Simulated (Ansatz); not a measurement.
hcp Ho was calculated with rVV10 (PAW; Ansatz, an electronic-structure program).

Settings: plane-wave cutoff 500 eV, 24×24×14 k mesh (along the axes of the cell as run), Fermi–Dirac smearing 0.1 eV, spin-polarised with parallel moments, scalar-relativistic PAW data made under PBE.

Cell (relaxed at this level):

```cif
data_Ho2
_chemical_formula_sum 'Ho2'
_space_group_name_H-M_alt 'P 1'
_space_group_IT_number 1
_cell_length_a 3.63135
_cell_length_b 3.63135
_cell_length_c 5.85234
_cell_angle_alpha 90.000
_cell_angle_beta 90.000
_cell_angle_gamma 120.000
loop_
_space_group_symop_operation_xyz
  'x, y, z'
loop_
_atom_site_label
_atom_site_type_symbol
_atom_site_fract_x
_atom_site_fract_y
_atom_site_fract_z
_atom_site_occupancy
Ho1 Ho 0.33333 0.66667 0.25000 1
Ho2 Ho 0.66667 0.33333 0.75000 1
```

**Question.** Predict the magnetic moment per atom (the cell's total over its atoms).

**Answer.** 
- magnetic moment per atom (the cell's total over its atoms) = 3.70 μB

Note: the 4f shell is treated without U or exact exchange, so its levels and filling can be wrong; the collinear magnetic order is the start's and need not be the measured one.

Moments are spin moments.

Spin–orbit coupling is not included.

The computed numbers hold no vibrational or temperature effects.

The result took roughly 14 core-minutes.
